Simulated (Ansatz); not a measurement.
Molecule: tetrafluorosilane, SiF4, charge 0, multiplicity 1. SMILES: F[Si](F)(F)F
Geometry: optimised at B3LYP-D3(BJ)/def2-TZVP (Ansatz, a program for electronic structure).

Computed values are from Ansatz. Valence correlation only, unless marked. Open shells are spin-unrestricted. Spin-orbit coupling is left out. Non-relativistic. CBS marks a two-point X^-3 extrapolation of the correlation energy; Hartree-Fock from the larger set. [CCSD(T)-MP2]/basis is that difference in the basis named.

* **atomisation energy De**: 576.3 kcal/mol at RI-MP2/CBS(aug-cc-pV(T+d)Z,aug-cc-pV(Q+d)Z)+[CCSD(T)-MP2]/aug-cc-pV(T+d)Z
* **total energy**: -688.5292 Eh at RI-MP2/CBS(aug-cc-pV(T+d)Z,aug-cc-pV(Q+d)Z)+[CCSD(T)-MP2]/aug-cc-pV(T+d)Z
* **dipole moment**: 0.00 D at CCSD(T)/aug-cc-pV(D+d)Z
* **T1 diagnostic**: 0.012 at CCSD/aug-cc-pV(T+d)Z
* **measured enthalpy of formation, 298 K**: -386.0 kcal/mol (G2/97 table in ASE (Curtiss et al.); older table, unchecked)
* **measured dipole moment**: 0.00 D (NIST CCCBDB, as tabulated in the package chemicals; older table, unchecked)
